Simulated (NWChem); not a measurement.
System: N2 cation, doublet

```xyz
2

N      0.0000     0.0000    -0.5585
N      0.0000     0.0000     0.5585
```
Atoms are numbered in this order, from 1.

Results from NWChem. Spin-unrestricted. The geometry was optimised at B3LYP/6-31G* (spherical d), spin-unrestricted. No stability test was run on the SCF state. Level: M06-2X/def2-SVP with COSMO at NWChem's default radii, gas-phase geometry; the question gives the dielectric constant. Reactions with the solvent are ignored.

Problem. What does the run give for dielectric constant 3.9? Quantities: electrostatic solvation energy (kcal/mol).

Solution. 
* **electrostatic solvation energy (kcal/mol)**: -60.0
